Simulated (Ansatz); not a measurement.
Relaxation of CH₂O₃ (6 atoms, charge 0, multiplicity 1), to a largest force component of 0.02 eV/Å in at most 50 steps.

Level of theory: RKS PBE0-D4/cc-pVDZ (Ansatz).

```xyz
6
Properties=species:S:1:pos:R:3
O -0.608 -0.904 0.754
C -0.057 -0.069 0.048
O 1.221 -0.118 -0.221
O -0.530 0.992 -0.568
H 1.566 -0.916 0.261
H -1.422 -1.262 1.189
```

Problem. Where does it end, and by what steps?

Solution. The run converged. After 7 steps the energy has fallen by 2.073 eV; H6 moved furthest, 0.42 Å. The start is strongly strained (largest force component 11 eV/Å).

```
step  energy less start (eV)  largest force component (eV/Å)  accepted
   0                  0.0000                          11.481       yes
   1                 -1.0358                           6.267       yes
   2                 -1.7746                           3.111       yes
   3                 -2.0258                           1.839       yes
   4                 -2.0703                           0.186       yes
   5                 -2.0726                           0.076       yes
   6                 -2.0730                           0.025       yes
   7                 -2.0730                           0.002       yes
```

```xyz
6
Properties=species:S:1:pos:R:3
O -0.468 -1.055 0.827
C -0.048 -0.047 0.032
O 1.260 -0.149 -0.203
O -0.746 0.821 -0.406
H 1.590 -0.932 0.261
H -1.418 -0.915 0.952
```

Whether the end is a true minimum wasn't checked by a vibrational analysis.

Run time: 15 s on 1 thread of Arm Neoverse V1 (shared host), peak memory 0.12 GiB.
